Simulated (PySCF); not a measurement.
Gas-phase reaction: SiH2F + Si + 5 F → 2 SiHF3

Energies from PySCF (xtb for GFN2), thermal terms from the rigid-rotor harmonic-oscillator model, ideal gas at 1 bar. † marks an energy on the PBE0/def2-TZVP geometry and frequencies; other levels use their own. MP2 and CCSD(T) freeze the core. 6-31G* has spherical d functions here. Open shells (unrestricted): SiH2F (multiplicity 2), Si (multiplicity 3, electronic degeneracy 9), F (multiplicity 2, electronic degeneracy 6); the rest are closed-shell singlets. GFN2 has no spin-polarisation term. Spin-orbit splitting is ignored; it lowers the true energy and changes the entropy of Si, F. SiH2F: computed as isolated molecules; such fragments, hydroxides, amides, oligomers or adducts are transient or little studied in the gas. MP2 isn't extrapolated to the basis-set limit; its ΔH°(298 K) is -2918.6 kJ in def2-SVP and -3146.4 kJ in def2-TZVPP. CCSD(T) isn't extrapolated to the basis-set limit; its ΔH°(298 K) is -2758.0 kJ in def2-SVP and -2977.4 kJ in def2-TZVPP. The harmonic model lacks anharmonicity and excited electronic states, which grow with temperature; levels with a mode under 35 cm⁻¹ are left out.

| level | ΔE electronic, kJ | ΔH°(298 K), kJ | ΔS°(298 K), J/K | ΔG°(1800 K), kJ |
|---|---|---|---|---|
| BLYP/def2-TZVP† | -3012 | -2984 | -665 | -1759 |
| CCSD(T)/def2-TZVPP† | -3005 | -2977 | -665 | -1752 |
| GFN2-xTB | -2925 | -2901 | -649 | -1711 |
| HF/6-31G* | -2246 | -2215 | -669 | -979 |
| MP2/def2-TZVPP† | -3174 | -3146 | -665 | -1921 |
| PBE0/def2-SVP† | -2886 | -2858 | -665 | -1634 |
| PBE0/def2-TZVP | -2981 | -2953 | -665 | -1728 |
| ωB97X-V/def2-TZVP† | -3057 | -3029 | -665 | -1804 |
ΔH° is lowest at MP2/def2-TZVPP† and highest at HF/6-31G*. No reference value is set beside these.
